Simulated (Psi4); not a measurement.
# B2H5Cl (diborane mono Cl): PBE0/aug-cc-pVDZ

What is the energy change on altering one bond length of B2H5Cl (diborane mono Cl) at PBE0/aug-cc-pVDZ? Input form: a QCSchema input.

Program for the calculation: Psi4 1.11.

**1. The system as given**

The species is B2H5Cl (8 atoms), meant as a singlet with charge 0. The shape is that of a GFN2-xTB optimisation.

Bond lengths: B1–Cl2 1.762 Å, B1–B5 1.828 Å, B1–H3 1.174 Å, H4–B5 1.310 Å, B5–H6 1.171 Å, B5–H7 1.170 Å, B5–H8 1.312 Å. Some angles: Cl2–B1–B5 122.6°, Cl2–B1–H3 115.8°, H3–B1–B5 121.6°, B1–B5–H4 47.0°, B1–B5–H6 118.6°, B1–B5–H7 122.1°, B1–B5–H8 46.9°, H4–B5–H6 109.4°, H4–B5–H7 111.0°, H4–B5–H8 93.9°.

**2. Energy and forces at PBE0/aug-cc-pVDZ**

b2clh5.json

```json
{
 "schema_name": "qcschema_input",
 "schema_version": 1,
 "molecule": {
  "schema_name": "qcschema_molecule",
  "schema_version": 2,
  "symbols": ["B", "Cl", "H", "H", "B", "H", "H", "H"],
  "geometry": [-1.18213707, -0.19307332, 1.13451598, -0.37983495, -1.54188424, 4.07075353, -3.31100804, 0.37943811, 0.88299343, 0.37611219, 1.7022275, 0.51642436, 1.13491282, 0.30182706, -1.37923551, 0.45714365, 1.20823419, -3.28137713, 3.25900278, -0.2635601, -1.14594882, -0.35419137, -1.5932092, -0.79812583],
  "molecular_charge": 0,
  "molecular_multiplicity": 1,
  "fix_symmetry": "c1",
  "fix_com": true,
  "fix_orientation": true
 },
 "driver": "gradient",
 "model": {
  "method": "pbe0",
  "basis": "aug-cc-pVDZ"
 },
 "keywords": {
  "puream": true,
  "e_convergence": 1e-09,
  "d_convergence": 1e-08,
  "scf_type": "pk",
  "dft_radial_points": 99,
  "dft_spherical_points": 590
 }
}
```

Run with:

```bash
$ psi4 --qcschema b2clh5.json -n 1 --memory 1600MB
```

stdout, shortened:

```text
[...]
  Running in c1 symmetry.
[...]
  Nuclear repulsion =   82.592352396489346
[...]
  Multiplicity = 1
[...]
  Nalpha       = 16
  Nbeta        = 16
[...]
    Number of basis functions: 118
[...]
   @RKS iter   1:  -512.50648335154904   -2.68046e-01   4.33455e-03 ADIIS/DIIS
[...]
   @RKS iter  11:  -512.69678213682448   -3.41061e-12   2.96323e-09 DIIS
[...]
    Orbital Energies [Eh]
    ---------------------
    Doubly Occupied:
       1A   -101.720702     2A     -9.536906     3A     -7.269287
       4A     -7.263637     5A     -7.262352     6A     -6.868711
       7A     -6.811137     8A     -0.867400     9A     -0.689390
      10A     -0.501698    11A     -0.457284    12A     -0.431420
      13A     -0.426051    14A     -0.368259    15A     -0.343053
      16A     -0.326724
[...]
  @RKS Final Energy:  -512.69678213682448
   => Energetics <=
    Nuclear Repulsion Energy =             82.5923523964893462
    One-Electron Energy =                -867.9114519598429069
    Two-Electron Energy =                 301.3663608618529111
    DFT Exchange-Correlation Energy =     -28.7440434353238068
    Empirical Dispersion Energy =           0.0000000000000000
    VV10 Nonlocal Energy =                  0.0000000000000000
    Total Energy =                       -512.6967821368244813
[...]
 Multipole Moments:
 ------------------------------------------------------------------------------------
     Multipole            Electronic (a.u.)      Nuclear  (a.u.)        Total (a.u.)
 ------------------------------------------------------------------------------------
 L = 1.  Multiply by 2.5417464519 to convert [e a0] to [Debye]
 Dipole X            :          6.1863302           -6.2662562           -0.0799260
 Dipole Y            :         24.4001785          -24.2351329            0.1650456
 Dipole Z            :        -64.5220631           64.1531784           -0.3688847
 Magnitude           :                                                    0.4119517
[...]
  -Total Gradient:
     Atom            X                  Y                   Z
    ------   -----------------  -----------------  -----------------
       1       -0.015869312137    -0.001129848229     0.010904342081
       2       -0.005042048333     0.003787066740    -0.006684009893
       3        0.008969448641    -0.004578792236     0.006471800531
       4       -0.001649212030    -0.008584909145    -0.002411419052
       5        0.014505806721     0.003167072467    -0.015159261937
       6        0.009517763098    -0.005926513697     0.009499799078
       7       -0.012118409622     0.005481706603    -0.007062240137
       8        0.001681098504     0.007784890260     0.004441990033
[...]
```

The result, in JSON:

```text
{
 "driver": "gradient",
 "model": {
  "method": "pbe0",
  "basis": "aug-cc-pVDZ"
 },
 "success": true,
 "return_result": [-0.015869312137208533, -0.0011298482289372087, 0.01090434208108712, -0.005042048333318984, 0.003787066740149836, -0.006684009893038911, 0.008969448641461486, -0.004578792235718533, 0.006471800531139, -0.001649212030014155, -0.00858490914468546, -0.002411419051650626, 0.014505806721348252, 0.0031670724672258387, -0.015159261937338436, 0.009517763097938673, -0.005926513696738384, 0.00949979907765397, -0.01211840962207178, 0.005481706602662555, -0.007062240137318688, 0.0016810985044880614, 0.0077848902601541925, 0.004441990032568385],
 "properties": {
  "calcinfo_nbasis": 118,
  "calcinfo_nmo": 118,
  "calcinfo_nalpha": 16,
  "calcinfo_nbeta": 16,
  "calcinfo_natom": 8,
  "nuclear_repulsion_energy": 82.59235239648935,
  "return_energy": -512.6967821368245,
  "return_gradient": [-0.015869312137208533, -0.0011298482289372087, 0.01090434208108712, -0.005042048333318984, 0.003787066740149836, -0.006684009893038911, 0.008969448641461486, -0.004578792235718533, 0.006471800531139, -0.001649212030014155, -0.00858490914468546, -0.002411419051650626, 0.014505806721348252, 0.0031670724672258387, -0.015159261937338436, 0.009517763097938673, -0.005926513696738384, 0.00949979907765397, -0.01211840962207178, 0.005481706602662555, -0.007062240137318688, 0.0016810985044880614, 0.0077848902601541925, 0.004441990032568385],
  "scf_one_electron_energy": -867.9114519598429,
  "scf_two_electron_energy": 301.3663608618529,
  "scf_xc_energy": -28.744043435323807,
  "scf_dipole_moment": [-0.0799260243132327, 0.16504558565497263, -0.3688847419550143],
  "scf_total_energy": -512.6967821368245,
  "scf_total_gradient": [-0.015869312137208533, -0.0011298482289372087, 0.01090434208108712, -0.005042048333318984, 0.003787066740149836, -0.006684009893038911, 0.008969448641461486, -0.004578792235718533, 0.006471800531139, -0.001649212030014155, -0.00858490914468546, -0.002411419051650626, 0.014505806721348252, 0.0031670724672258387, -0.015159261937338436, 0.009517763097938673, -0.005926513696738384, 0.00949979907765397, -0.01211840962207178, 0.005481706602662555, -0.007062240137318688, 0.0016810985044880614, 0.0077848902601541925, 0.004441990032568385],
  "scf_iterations": 11
 }
}
```

Run time: 32 s. Hardware: 1 thread of AMD EPYC 9R45 (Zen 5), shared host; peak memory 0.8 GiB.

**3. The distorted shape, same level**

b2clh5.json

```json
{
 "schema_name": "qcschema_input",
 "schema_version": 1,
 "molecule": {
  "schema_name": "qcschema_molecule",
  "schema_version": 2,
  "symbols": ["B", "Cl", "H", "H", "B", "H", "H", "H"],
  "geometry": [-0.11773183, -0.47932147, 1.26027347, 0.6845703, -1.82813239, 4.19651103, -3.31100804, 0.37943811, 0.88299343, 1.44051744, 1.41597934, 0.64218185, 2.19931807, 0.0155789, -1.25347802, 1.52154889, 0.92198604, -3.15561964, 4.32340802, -0.54980826, -1.02019133, 0.71021388, -1.87945735, -0.67236833],
  "molecular_charge": 0,
  "molecular_multiplicity": 1,
  "fix_symmetry": "c1",
  "fix_com": true,
  "fix_orientation": true
 },
 "driver": "gradient",
 "model": {
  "method": "pbe0",
  "basis": "aug-cc-pVDZ"
 },
 "keywords": {
  "puream": true,
  "e_convergence": 1e-09,
  "d_convergence": 1e-08,
  "scf_type": "pk",
  "dft_radial_points": 99,
  "dft_spherical_points": 590,
  "scf_properties": ["QUADRUPOLE", "MAYER_INDICES", "WIBERG_LOWDIN_INDICES"]
 }
}
```

Run with:

```bash
$ psi4 --qcschema b2clh5.json -n 1 --memory 1600MB
```

stdout, shortened:

```text
[...]
  Running in c1 symmetry.
[...]
  Nuclear repulsion =   80.974730283582346
[...]
  Multiplicity = 1
[...]
  Nalpha       = 16
  Nbeta        = 16
[...]
    Number of basis functions: 118
[...]
   @RKS iter   1:  -512.43231260554478   -2.91182e-01   4.36638e-03 ADIIS/DIIS
[...]
   @RKS iter  11:  -512.63254179258547   -3.41061e-12   2.52649e-09 DIIS
[...]
    Orbital Energies [Eh]
    ---------------------
    Doubly Occupied:
       1A   -101.732618     2A     -9.548459     3A     -7.281007
       4A     -7.274978     5A     -7.274010     6A     -6.913962
       7A     -6.819530     8A     -0.877150     9A     -0.695993
      10A     -0.493677    11A     -0.465909    12A     -0.434879
      13A     -0.404638    14A     -0.363665    15A     -0.351474
      16A     -0.303640
[...]
  @RKS Final Energy:  -512.63254179258547
   => Energetics <=
    Nuclear Repulsion Energy =             80.9747302835823461
    One-Electron Energy =                -864.4314076819109687
    Two-Electron Energy =                 299.4723898565619038
    DFT Exchange-Correlation Energy =     -28.6482542508187699
    Empirical Dispersion Energy =           0.0000000000000000
    VV10 Nonlocal Energy =                  0.0000000000000000
    Total Energy =                       -512.6325417925854708
[...]
  -Total Gradient:
     Atom            X                  Y                   Z
    ------   -----------------  -----------------  -----------------
       1        0.054988526662    -0.019305215216     0.017039871940
       2        0.000178117678     0.000049401904    -0.000220244964
       3       -0.076099985676     0.018915055347    -0.005111418896
       4        0.001503644657    -0.010482801528    -0.003917867733
       5        0.016623165504     0.001589697153    -0.012405271867
       6        0.009370335684    -0.005635524319     0.008852533449
       7       -0.012083957743     0.006000214488    -0.008371927047
       8        0.005514818750     0.008870241353     0.004134570867
[...]
```

The result, in JSON:

```text
{
 "driver": "gradient",
 "model": {
  "method": "pbe0",
  "basis": "aug-cc-pVDZ"
 },
 "success": true,
 "return_result": [0.05498852666230601, -0.019305215216440973, 0.017039871940357484, 0.00017811767765999603, 4.9401903692000704e-05, -0.00022024496399208893, -0.07609998567619253, 0.01891505534736558, -0.005111418895564742, 0.0015036446566061255, -0.010482801527765484, -0.003917867732536162, 0.016623165503548334, 0.0015896971525354315, -0.012405271866866685, 0.009370335683521736, -0.005635524318540738, 0.008852533448747396, -0.012083957742953594, 0.006000214488206153, -0.008371927046776688, 0.005514818749849888, 0.008870241353276645, 0.004134570867003806],
 "properties": {
  "calcinfo_nbasis": 118,
  "calcinfo_nmo": 118,
  "calcinfo_nalpha": 16,
  "calcinfo_nbeta": 16,
  "calcinfo_natom": 8,
  "nuclear_repulsion_energy": 80.97473028358235,
  "return_energy": -512.6325417925855,
  "return_gradient": [0.05498852666230601, -0.019305215216440973, 0.017039871940357484, 0.00017811767765999603, 4.9401903692000704e-05, -0.00022024496399208893, -0.07609998567619253, 0.01891505534736558, -0.005111418895564742, 0.0015036446566061255, -0.010482801527765484, -0.003917867732536162, 0.016623165503548334, 0.0015896971525354315, -0.012405271866866685, 0.009370335683521736, -0.005635524318540738, 0.008852533448747396, -0.012083957742953594, 0.006000214488206153, -0.008371927046776688, 0.005514818749849888, 0.008870241353276645, 0.004134570867003806],
  "scf_one_electron_energy": -864.431407681911,
  "scf_two_electron_energy": 299.4723898565619,
  "scf_xc_energy": -28.64825425081877,
  "scf_dipole_moment": [0.23936577523343772, 0.06494490299845523, -0.29504452155933336],
  "scf_total_energy": -512.6325417925855,
  "scf_total_gradient": [0.05498852666230601, -0.019305215216440973, 0.017039871940357484, 0.00017811767765999603, 4.9401903692000704e-05, -0.00022024496399208893, -0.07609998567619253, 0.01891505534736558, -0.005111418895564742, 0.0015036446566061255, -0.010482801527765484, -0.003917867732536162, 0.016623165503548334, 0.0015896971525354315, -0.012405271866866685, 0.009370335683521736, -0.005635524318540738, 0.008852533448747396, -0.012083957742953594, 0.006000214488206153, -0.008371927046776688, 0.005514818749849888, 0.008870241353276645, 0.004134570867003806],
  "scf_iterations": 11
 }
}
```

Run time: 33 s. Hardware: 1 thread of AMD EPYC 9R45 (Zen 5), shared host; peak memory 0.81 GiB.

**4. Outcome**

At PBE0/aug-cc-pVDZ:

```
                                                         quantity          value
                                        first shape: total energy  -512.69678 Eh
                                       first shape: dipole moment         1.05 D
                                         first shape: HOMO energy       -8.89 eV
                                         first shape: LUMO energy       -1.29 eV
                                       first shape: HOMO–LUMO gap        7.60 eV
                            first shape: largest force on an atom     1.091 eV/Å
                                    distorted shape: total energy  -512.63254 Eh
                                   distorted shape: dipole moment         0.98 D
                                     distorted shape: HOMO energy       -8.26 eV
                                     distorted shape: LUMO energy       -1.45 eV
                                   distorted shape: HOMO–LUMO gap        6.81 eV
                        distorted shape: largest force on an atom     4.041 eV/Å
energy change with the B1–H3 bond stretched from 1.174 to 1.761 Å       1.748 eV
```

**Reading.** With the B1–H3 bond stretched from 1.174 to 1.761 Å the energy rises by 1.75 eV (40 kcal/mol). The first shape isn't relaxed at this level, so the change isn't measured from a minimum. The largest force (first shape) is 1.09 eV/Å: the shape isn't a stationary point for this species at this level.
